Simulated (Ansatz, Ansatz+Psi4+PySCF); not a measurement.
```csv
atom,x (Å),y (Å),z (Å)
S,0.0069,0.0068,-0.3738
O,-0.0053,1.2583,0.3746
O,-0.0062,-1.2445,0.3765
```

Basis set: cc-pVTZ (spherical functions). Correlated methods keep 7 orbitals frozen. Charge 0, multiplicity 1.

Computed with Ansatz (development build ahead of 0.2.0); each method stands on the lowest determinant of its kind that the runs found. Restricted open shells among the atoms or ions are ROHF, correlated in semicanonical orbitals with singles.

The atomization energy at this shape (free ground-state atoms in the same class of orbitals less the molecule, no zero-point energy) of singlet SO2:

```tsv
method	atomization energy
RHF	437.6 kJ/mol
```

Task: What does RHF-MP2 give?

Result: 1070.8 kJ/mol.
